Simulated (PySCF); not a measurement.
Species: C₆H₁₁ (charge +1).
SMILES with atom numbers: `[CH3:1][C+:2]1[CH2:3][CH2:4][CH2:5][CH2:6]1` (hydrogens: H7, H8, H9 on C1; H10, H11 on C3; H12, H13 on C4; H14, H15 on C5; H16, H17 on C6)

Structure used (GFN2-xTB), in Å, numbered top down from 1:
```
atom  x, y, z in Å
C1     2.1327    0.3954   -0.2758
C2     0.7183    0.1402   -0.1140
C3    -0.2926    1.1587    0.1145
C4    -1.6464    0.4462   -0.0005
C5    -1.3161   -0.9957    0.3934
C6     0.1103   -1.1790   -0.1395
H7     2.3479    1.4014   -0.6318
H8     2.6227   -0.3562   -0.8953
H9     2.6077    0.3049    0.7103
H10   -0.1767    2.0523   -0.5035
H11   -0.1442    1.5140    1.1465
H12   -2.4096    0.8894    0.6329
H13   -1.9951    0.4902   -1.0331
H14   -1.3199   -1.1088    1.4783
H15   -2.0159   -1.7144   -0.0236
H16    0.7034   -1.9639    0.3352
H17    0.0663   -1.4628   -1.2038
```

Theory: PySCF, TDDFT CAM-B3LYP/def2-SVPD, vertical, gas phase, core orbitals frozen in the response.

Computed states:

| state | E (eV) | f |
| --- | --- | --- |
| S1 | 5.07 | 0.024 |
| S2 | 5.18 | 0.0046 |
| S3 | 5.33 | 0.0026 |
| S4 | 5.70 | 0.0081 |
| S5 | 5.90 | 0.0001 |
| S6 | 6.81 | 0.127 |
| S7 | 7.77 | 0.025 |
| S8 | 7.99 | 0.156 |

Broadening: Gaussians 0.4 eV wide at half height, area fixed by f = 4.319×10⁻⁹ ∫ε dν̃. The width is an assumption, not a result. The curve ends short of the highest state used, and states not computed would add to its high-energy end.

Question: What does the envelope look like, and where are its maxima?

Answer: 
(E (eV), ε (L mol⁻¹ cm⁻¹)): (4.47, 3), (4.60, 35), (4.72, 198), (4.85, 738), (4.98, 1564), (5.11, 1921), (5.23, 1489), (5.36, 800), (5.49, 502), (5.61, 544), (5.74, 551), (5.87, 346), (5.99, 138), (6.12, 33), (6.25, 42), (6.38, 354), (6.50, 1641), (6.63, 4926), (6.76, 8234), (6.88, 7865), (7.01, 4262), (7.14, 1287), (7.26, 272), (7.39, 177)

Maxima: 243 nm (5.10 eV), ε about 1900, made up of S1 (82%) and S2 (14%); 218 nm (5.68 eV), ε about 570, made up of S4 (95%); 182 nm (6.81 eV), ε about 8600, made up of S6 (100%) (ε in L mol⁻¹ cm⁻¹; maxima over ε = 5, shares over 10%). At its high-energy end, 7.39 eV, the curve is still rising (ε about 180, from S6, S7 and S8).

Question: On this curve, what absorbance would a 10⁻⁵ mol/L sample give at 248 nm over a 1 cm path?

Answer: 248 nm is 4.999 eV, where ε is about 1700 L mol⁻¹ cm⁻¹, so A = ε c l ≈ 0.017 (Beer–Lambert, with the gas-phase spectrum and the assumed width).

Question: Coming from long wavelengths, where does ε first pass 100 L mol⁻¹ cm⁻¹?

Answer: At about 266 nm (4.67 eV), 0.40 eV below S1.

Question: What would ε be at 6.81 eV, the highest of these maxima, with half the width (0.2 eV)?

Answer: About 17200 L mol⁻¹ cm⁻¹ against 8580, a factor of about 2.00; a lone state at its own centre would give exactly 2.

Time: 27 s wall. Hardware: an x86-64 server with one thread, shared host.

One conformer stands for the species.
